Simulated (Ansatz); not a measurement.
We consider rock-salt DyN, described by r²SCAN+rVV10 in Ansatz (PAW).

Settings: plane-wave cutoff 500 eV, 14×14×14 k mesh, Fermi–Dirac smearing 0.05 eV, spin-polarised with parallel moments, scalar-relativistic PAW data made under PBE.

Computed at the level's own relaxed cell.

What does this level give for the equilibrium volume per atom and equilibrium lattice constant a?


- equilibrium volume per atom = 14.30 Å³/atom
- equilibrium lattice constant a = 4.855 Å

Note: the magnetic order was assumed, not searched for or taken from measurement; the 4f shell is treated without U or exact exchange, so its levels and filling can be wrong.

Spin–orbit coupling is not included.

It cost roughly 70 core-seconds of CPU time.

Ansatz is a quantum-chemistry and plane-wave program.
